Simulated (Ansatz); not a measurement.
HAl–C–O, triplet: the ladder up to UCCSDT(Q)

Geometry: a PBE0/def2-TZVP stationary point for this spin, not checked as a minimum.

| atom | x (Å) | y (Å) | z (Å) |
| --- | --- | --- | --- |
| Al | 0.0000 | -0.1061 | 1.2725 |
| C | 0.0000 | 0.0837 | -0.6437 |
| O | 0.0000 | 0.0363 | -1.7922 |
| H | 0.0000 | 1.2690 | 2.0556 |

Basis cc-pVDZ; Ansatz 0.2.0. Only valence electrons are correlated (noble-gas cores frozen), which leaves 14 electrons in 44 orbitals. R marks a restricted (for open shells ROHF) determinant, U an unrestricted one. Active spaces: frontier = (10e, 10o) about the gap.

Full CI isn't at hand for all of this; UCCSDT(Q) serves as the reference, and is uncertain by about the last step of the cluster series. The frozen core follows each run's orbitals, which can shift R against U totals by a few meV.

For open shells CISD is restricted-active-space CI with the open shells as a complete middle space.

The UHF ⟨S²⟩ is 2.013. The T1 diagnostic (RCCSD) is 0.0264. The largest doubles amplitude (RCCSD) is 0.061 and the T1 diagnostic (UCCSD) is 0.0255.

| level | E − E(UCCSDT(Q)) (kcal/mol) | share of correlation (%) | wall time |
| --- | --- | --- | --- |
| RHF | 236.55 | 0.00 | – |
| UHF | 234.80 | 0.74 | – |
| RMP2 | 21.02 | 91.12 | – |
| UMP2 | 21.78 | 90.79 | – |
| CISD | 31.44 | 86.71 | 7.5 s |
| RCCSD | 10.31 | 95.64 | – |
| UCCSD | 10.22 | 95.68 | – |
| RCCSD(T) | 1.59 | 99.33 | 8 s |
| UCCSD(T) | 1.63 | 99.31 | 8 s |
| BCCD(T) | 1.54 | 99.35 | 4.1 s |
| RCCSDT | 0.92 | 99.61 | – |
| UCCSDT | 0.90 | 99.62 | – |
| RCCSDT(Q) | 0.13 | 99.94 | 79 s |

The correlation energy at UCCSDT(Q), counted from RHF, is -10.258 eV. That run took 68 s on 1 thread of Arm Neoverse V1, shared host.

Run but not shown, since their state, orbitals or frozen core can't be matched to the reference's or they repeat it: CASSCF (frontier space), NEVPT2 (frontier space).

Times hold each run's SCF and search for its determinant on a shared host, so for small cases they say little of a method's own cost; they ran on 1 thread of Arm Neoverse V1. Some runs computed forces too.

Atomization energy (electronic, same basis, no zero-point term; atoms at the same level, unrestricted beside the R rows where the molecule is a closed shell, with restricted open-shell steps beyond CCSDT(Q)) at UCCSDT(Q): 1214.3 kJ/mol. Errors of other levels:

```
    level  error (kJ/mol)
      RHF          -327.1
      UHF          -351.6
     RMP2            60.4
     UMP2            55.8
     CISD          -116.1
    RCCSD           -33.8
    UCCSD           -34.3
 RCCSD(T)            -4.0
 UCCSD(T)            -4.5
  BCCD(T)            -3.9
   RCCSDT            -3.4
   UCCSDT            -3.5
RCCSDT(Q)            -0.3
```

This basis is far from its limit, so the value isn't to be set against a measured one. Truncated CI isn't size-consistent, which counts against it in atomization.
